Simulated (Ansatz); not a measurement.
**Chalcopyrite ZnGeP₂**

Computed with RPBE in Ansatz (PAW).

Settings: plane-wave cutoff 520 eV, 10×10×10 k mesh, Fermi–Dirac smearing 0.01 eV, scalar-relativistic PAW data made under PBE.

Cell (relaxed at this level):

```cif
data_Ge2P4Zn2
_chemical_formula_sum 'Zn2 Ge2 P4'
_space_group_name_H-M_alt 'P 1'
_space_group_IT_number 1
_cell_length_a 6.73279
_cell_length_b 6.73279
_cell_length_c 6.73279
_cell_angle_alpha 131.276
_cell_angle_beta 131.276
_cell_angle_gamma 71.376
loop_
_space_group_symop_operation_xyz
  'x, y, z'
loop_
_atom_site_label
_atom_site_type_symbol
_atom_site_fract_x
_atom_site_fract_y
_atom_site_fract_z
_atom_site_occupancy
Zn1 Zn 0.00000 0.00000 0.00000 1
Zn2 Zn 0.75000 0.25000 0.50000 1
Ge1 Ge 0.50000 0.50000 0.00000 1
Ge2 Ge 0.25000 0.75000 0.50000 1
P1 P 0.87500 0.87016 0.49516 1
P2 P 0.12984 0.62500 0.00484 1
P3 P 0.37500 0.37984 0.50484 1
P4 P 0.62016 0.12500 0.99516 1
```

```
Quantity                                              Result
------------------------------------------  ----------------
bulk modulus B0                                     67.9 GPa
band gap                                    1.09 eV (direct)
pressure derivative B′ of the bulk modulus               4.6
```

Measured, for comparison: band gap 2.05 eV (temperature not stated, not corrected to a static lattice, pseudodirect, our sources range from 1.80 to 2.20; as tabulated in Rashkeev et al. (1999), arXiv:cond-mat/9809378); bulk modulus 79 GPa (room temperature, not corrected to a static lattice; as tabulated in Isothermal phase behavior of Ag3SbS3, ZnGeP2, and ZnS (abstract)). Computed (rounded) less measured: bulk modulus -14 %.

Note: the bulk modulus comes from volumes at which shape and atoms were relaxed.

Spin–orbit coupling is not included.

Computed values are for the static lattice.

Ansatz is an electronic-structure program.
